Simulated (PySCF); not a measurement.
NO+, NO (charge +1).
Z-matrix (Å and degrees, PBE0/6-31+G* geometry), rows numbered from 1:
```
N 
O   1  1.0684
```

Method used: PySCF 2.14.0, PBE0/6-31+G* geometry optimisation, gas phase.

Take the most abundant isotopes and a rigid rotor. 

(1) What are the moment of inertia and the rotational constant?

(2) List the first levels of a rigid rotor in a Σ state.

(3) Where do the first rotational lines fall?

(4) Estimate the classical rotational partition function at 50 K and 200 K.

Results:

(1) I = 8.523 u·Å², B = 505379 MHz·u·Å²/I = 59293 MHz (1.9778 cm⁻¹, or 2.846 K as hB/k). For two atoms I = μr² with μ = 7.4664 u and r = 1.0684 Å.

(2) E(J) = BJ(J+1): J = 1: 3.956, J = 2: 11.867, J = 3: 23.734, J = 4: 39.556, J = 5: 59.334, J = 6: 83.068 cm⁻¹.

(3) The dipole is 0.42 D (about the centre of mass, as the species is charged); J+1 ← J lies at 2B(J+1): 1 ← 0 at 118.59 GHz, 2 ← 1 at 237.17 GHz, 3 ← 2 at 355.76 GHz, 4 ← 3 at 474.34 GHz, 5 ← 4 at 592.93 GHz, 6 ← 5 at 711.52 GHz.

(4) Point group C∞v, symmetry number σ = 1; q = kT/(σhB), k/h = 20836.6 MHz/K: 17.6 at 50 K, 70.3 at 200 K.

Whether it is a minimum is left open (no frequencies). Geometry: PBE0/6-31+G*; no solvent, vibrations or thermal averaging. No vibrational averaging or centrifugal distortion is included, and the geometry carries the error of its method.
